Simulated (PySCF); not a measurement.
# Li: ionisation energy

Li [He] 2s1 (2S) → Li⁺ 1s2 (1S), as a difference of total energies. Calculation: PySCF 2.14, in Sapporo-DZP-2012 (5s2p, 11 functions); the spin-free X2C one-electron Hamiltonian (Gaussian nucleus). The calculations carry no spin-orbit coupling.

```csv
method,ionisation energy (eV),error (eV)
UHF,5.342,-0.050
LDA,5.470,+0.078
M06-L,5.082,-0.310
```

Reference: 5.392 eV (measured; NIST Atomic Spectra Database, ionization energies).
